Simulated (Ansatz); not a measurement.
A made-up structure of CH₄AlS, doublet:

```xyz
7
angstrom
Al 0.0853 0.4444 0.7390
C -1.4311 -0.4099 -0.1840
S 0.9941 -1.0334 0.1022
H -1.4895 -0.2110 -1.2235
H 0.7813 1.7273 0.3143
H 0.1333 0.3078 2.2520
H 1.1681 -0.6012 -1.1583
```

It is relaxed with PBE-D4/def2-SVP and then PBE0-D4/def2-TZVP (Ansatz 0.2.0). Atoms count as bonded within 1.22 times the sum of their covalent radii (H–H: 0.88 Å). The end point is not checked to be a true minimum.

Task: Does its bonding change? (Judge from chemistry; the calculation decides.)

Result: Computed: Yes. Formed: C2–S3; broken: Al1–S3.

Where it ends: The first stage lowers the energy by 4.53 eV in 19 steps. It ends as CH₄AlS ([AlH2][CH][SH]):
```
7
angstrom
Al -0.0583 1.0085 1.1466
C -0.0557 -0.1235 -0.3982
S 0.5860 -1.7025 -0.3940
H -0.4670 0.1957 -1.3519
H -0.6869 2.4567 1.0072
H 0.5624 0.4646 2.5003
H 0.3608 -2.0757 -1.6683
```

Labels in which every atom is bracketed show which atoms are joined, not bond orders.

For scale, one of the runs: PBE0-D4/def2-TZVP relaxation, 129 basis functions, launched by `ansatz run in.yaml --threads 2 --pin off --events-out ev --progress --plain --max-ram 4352MiB`. The run took about 20 s on 2 CPU threads of an Arm Neoverse V2 (shared host).
